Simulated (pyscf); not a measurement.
Addition across a multiple bond or ene-type step: O=Ti=O + H₂S -> O=Ti(OH)–SH

Gas phase, singlet surface, charge 0. Bonds broken: S4–H5. Bonds formed: Ti2–S4, O3–H5. Optimised with ωB97X-D3(BJ)/def2-SVP in PySCF. MP2 and CC: frozen core, UHF for open shells. ΔMP2 is the change of the MP2 total energy from the triple- to the quadruple-zeta basis.

Transition state (Å):

```xyz
6

O      0.7054     0.0937     1.4040
Ti    -0.8382    -0.2610     1.1507
O     -1.0020    -1.6010     0.1747
S     -1.9444     0.9406    -0.8216
H     -1.5941    -0.4929    -0.7548
H     -0.7234     1.3219    -1.2499
```

One imaginary mode, 555i cm⁻¹; descent along it reached the two sides named, in the forms told below.

| bond | change | reactant side (Å) | saddle | product side |
|---|---|---|---|---|
| S4–H5 | breaks | 1.352 | 1.477 | 4.6 |
| Ti2–S4 | forms | 2.6 | 2.561 | 2.318 |
| O3–H5 | forms | 2.7 | 1.563 | 0.963 |

Electronic energies relative to the separated reactants (eV):

| level | barrier | reaction energy | reverse barrier |
|---|---|---|---|
| ωB97X-D3(BJ)/def2-TZVP | -1.07 | -3.31 | 2.25 |
| PBE/def2-TZVP | -0.98 | -2.80 | 1.82 |
| r²SCAN/def2-TZVP | -1.03 | -3.00 | 1.97 |
| B3LYP-D3(BJ)/def2-TZVP | -0.95 | -3.06 | 2.11 |
| PBE0-D3(BJ)/def2-TZVP | -1.02 | -3.13 | 2.11 |
| M06-2X/def2-TZVP | -1.00 | -3.39 | 2.38 |
| ωB97M-D3(BJ)/def2-TZVP | -0.84 | -3.08 | 2.24 |
| HF/def2-TZVP | -0.50 | -3.75 | 3.25 |
| MP2/def2-QZVPP | -0.96 | -2.80 | 1.83 |
| CCSD/def2-TZVPP | -0.84 | -3.26 | 2.43 |
| CCSD(T)/def2-TZVPP | -0.92 | -3.07 | 2.16 |
| CCSD(T)/def2-TZVPP + ΔMP2(QZVPP) | -0.98 | -3.13 | 2.16 |

With CCSD(T)/def2-TZVPP + ΔMP2(QZVPP) energies and thermal terms (ideal gas, 1 atm, RRHO with modes under 100 cm⁻¹ raised to 100, one conformer, R ln 2 for chiral ones without a mode under 150 cm⁻¹), in eV:

```
T (K)    ΔH‡    ΔG‡     ΔH     ΔG
-----  -----  -----  -----  -----
298    -1.00  -0.54  -3.03  -2.61
600    -0.98  -0.08  -2.98  -2.22
900    -0.95   0.36  -2.92  -1.85
1200   -0.92   0.79  -2.87  -1.50
```

On the reactant side the descent ends in an adduct with a S–Ti contact, 1.24 eV under the separated species and 0.17 eV under the saddle at ωB97X-D3(BJ)/def2-TZVP. At ωB97X-D3(BJ)/def2-TZVP, PBE, r²SCAN, B3LYP-D3(BJ), PBE0-D3(BJ), M06-2X, ωB97M-D3(BJ)/def2-TZVP, HF, MP2, CCSD, CCSD(T), CCSD(T) the saddle lies under the separated reactants, which points to a path from their complex (located at ωB97X-D3(BJ) alone). What is counted as formed (S–Ti) is already present as a longer contact in the reactant adduct; forming that adduct is a step of its own. This is the saddle that the search found; another between the same sides may lie lower. The CCSD(T) − MP2 part came from Ansatz, without density fitting, on the same reference. The frozen core leaves the outer d or s,p core shells of the metals and heavy elements correlated in the MP2 and CC values, and def2-TZVPP describes them poorly, which can shift differences by a few kcal/mol.
